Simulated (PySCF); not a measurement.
Gas-phase reaction: 2 BH2 + H2 ⇌ B2H6. Level: ωB97X-V/def2-TZVP†; standard pressure 1 bar.

Energies from PySCF, thermal terms from the rigid-rotor harmonic-oscillator model, ideal gas at 1 bar. S°(298 K) at PBE0/def2-TZVP differs from the NASA 1993 table for BH2 (+14 J/mol/K); whether the harmonic model or the table's entry is off was not settled. † marks an energy on the PBE0/def2-TZVP geometry and frequencies. Open shells (unrestricted): BH2 (multiplicity 2); the rest are closed-shell singlets. The harmonic model lacks anharmonicity and excited electronic states, which grow with temperature; levels with a mode under 35 cm⁻¹ are left out.

| T (K) | 1000/T (1/K) | log10 K |
|---|---|---|
| 600 | 1.6667 | 38.39 |
| 800 | 1.2500 | ? |
| 1000 | 1.0000 | 16.65 |
| 1200 | 0.8333 | 11.25 |
| 1400 | 0.7143 | 7.40 |
| 1600 | 0.6250 | 4.54 |

**Question.** Fit log10 K = a + b·(1000/T) to the five rows, get the mean ΔH° and ΔS°, and predict log10 K at 800 K.

**Answer.** Means: 1000/T = 0.9679, log10 K = 15.646. Sums of products about the means: Sxy = 22.41687, Sxx = 0.689362, so b = Sxy/Sxx = 32.52 and a = 15.646 − (32.52)×0.9679 = -15.83.
ΔH° = −R ln 10 × 1000 K × b = −19.145 × (32.52) = -623 kJ; ΔS° = R ln 10 × a = -303 J/K. The run's own values go from -624 kJ and -305 J/K at 600 K to -611 kJ and -295 J/K at 1600 K.
Prediction at 800 K: -15.83 + (32.52)×1.2500 = 24.82. The computed value is 24.80, 0.02 from the line.
For scale, ΔH°(298 K) is -616 kJ at this level, -623 kJ at ωB97M-V/def2-TZVP†, and runs from -737 to -430 kJ over the 20 levels computed.
